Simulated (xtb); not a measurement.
CH, doublet, geometry from GFN2-xTB of the parent state; GFN0-xTB in xtb.

xtb was given this input:
```
$ xtb mol.xyz --gfn 0 --chrg 0 --uhf 1 --json

# file mol.xyz
2

C     -0.00000000    -0.00000000    -0.17146200
H      0.00000000     0.00000000     1.02877202
```

The log (banner, timings and long lists left out):

```
   ID    Z sym.   atoms
    1    6 C      1
    2    1 H      2

           -------------------------------------------------
          |                Calculation Setup                |
           -------------------------------------------------

           -------------------------------------------------
          |                 G F N 0 - x T B                 |
           -------------------------------------------------

          ...................................................
          :                      SETUP                      :
          :.................................................:
          :  # basis functions                   6          :
          :  # atomic orbitals                   6          :
          :  # shells                            4          :
          :  # electrons                         5          :
          :  electronic temp.          300.0000000     K    :
          :  accuracy                    1.0000000          :
          :  -> integral cutoff          0.2500000E+02      :
          :  -> integral neglect         0.1000000E-07      :
          ...................................................

         :::::::::::::::::::::::::::::::::::::::::::::::::::::
         ::                     SUMMARY                     ::
         :::::::::::::::::::::::::::::::::::::::::::::::::::::
         :: total energy              -2.484827185811 Eh    ::
         :: gradient norm              0.034358103632 Eh/a0 ::
         :: HOMO-LUMO gap              0.000000000000 eV    ::
         ::.................................................::
         :: H0 energy                 -2.482011055043 Eh    ::
         :: repulsion energy           0.008012356336 Eh    ::
         :: electrostat energy        -0.010778941992 Eh    ::
         :: -> Gsolv                   0.000000000000 Eh    ::
         ::    -> Gsasa                0.000000000000 Eh    ::
         ::    -> Gshift               0.000000000000 Eh    ::
         :: dispersion energy         -0.000049545112 Eh    ::
         :: short-range corr.          0.000000000000 Eh    ::
         :: add. restraining           0.000000000000 Eh    ::
         :: total charge               0.000000000000 e     ::
         :::::::::::::::::::::::::::::::::::::::::::::::::::::

           -------------------------------------------------
          |                Property Printout                |
           -------------------------------------------------

    * Orbital Energies and Occupations

         #    Occupation            Energy/Eh            Energy/eV
      -------------------------------------------------------------
         1        2.0000           -0.6036353             -16.4258
         2        2.0000           -0.4550804             -12.3834
         3        0.5000           -0.3632626              -9.8849 (HOMO)
         4        0.5000           -0.3632626              -9.8849 (LUMO)
         5                         -0.1224131              -3.3310
         6                          0.0730936               1.9890
      -------------------------------------------------------------
                  HL-Gap            0.0000000 Eh            0.0000 eV
             Fermi-level            0.0000000 Eh            0.0000 eV

     #   Z          covCN         q      C6AA      α(0)
     1   6 C        0.887    -0.221    45.186    11.195
     2   1 H        0.887     0.221     1.001     1.566

 Mol. C6AA /au·bohr⁶  :         59.623428
 Mol. C8AA /au·bohr⁸  :       1570.200503
 Mol. α(0) /au        :         12.760423

Wiberg/Mayer (AO) data.
largest (>0.10) Wiberg bond orders for each atom

 ---------------------------------------------------------------------------
     #   Z sym  total        # sym  WBO       # sym  WBO       # sym  WBO
 ---------------------------------------------------------------------------
     1   6 C    1.027 --     2 H    1.027
     2   1 H    1.027 --     1 C    1.027
 ---------------------------------------------------------------------------

Topologies differ in total number of bonds
Writing topology from bond orders to xtbtopo.mol

 dipole moment from electron density (au)
     X       Y       Z
  -0.0000  -0.0000   0.3602  total (Debye):    0.915

           -------------------------------------------------
          | TOTAL ENERGY               -2.484827185811 Eh   |
          | GRADIENT NORM               0.034358103632 Eh/α |
          | HOMO-LUMO GAP               0.000000000000 eV   |
           -------------------------------------------------

normal termination of xtb
```
